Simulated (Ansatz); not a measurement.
The first iterations of a band of C₂H₃NO₂ (8 atoms, charge 0, multiplicity 1).

These are results of Ansatz 0.2.0, RKS PBE/def2-SVP, not measurements.

```yaml
movable_images: 5
climbing_image: yes
spring: 5.0 eV/Å²
optimiser: quadratic models (default)
start_path: through a guess of the saddle point
force_threshold: 0.05 eV/Å
iteration_limit: 60
end_points: relaxed
```

Image 0:

```xyz
8
Properties=species:S:1:pos:R:3
N -0.791 -0.811 0.433
C 0.289 -0.449 -0.308
O 0.993 -1.181 -0.996
C 0.586 1.059 -0.214
O -0.078 1.837 0.443
H -1.292 -0.090 0.956
H -1.100 -1.782 0.454
H 1.486 1.359 -0.824
```

Image 6:

```xyz
8
Properties=species:S:1:pos:R:3
N -1.118 -0.587 0.722
C -0.091 -0.355 -0.003
O 0.557 -1.316 -0.694
C 0.544 1.011 -0.193
O 0.097 2.000 0.350
H -1.424 0.310 1.141
H 0.079 -2.153 -0.511
H 1.447 1.033 -0.868
```

| iteration | highest image above the first end (eV) | largest band force component (eV/Å) |
| --- | --- | --- |
| 1 | 3.463 | 9.990 |
| 2 | 2.485 | 4.725 |
| 3 | 2.204 | 2.368 |

Q: Does the band converge within its limit, and where does its top end?

A: It converged. It ended after 9 iterations with the highest image 1.915 eV above the first end. A vibrational analysis at the climbing image gives one clearly imaginary mode, 1750i cm⁻¹: a first-order saddle point. The orbitals stay closed-shell, which can raise the energy where a bond breaks towards radicals; this wasn't checked here.

The run took 49 s on 2 threads of Arm Neoverse V2, with other jobs on the host, peak memory 0.15 GiB.
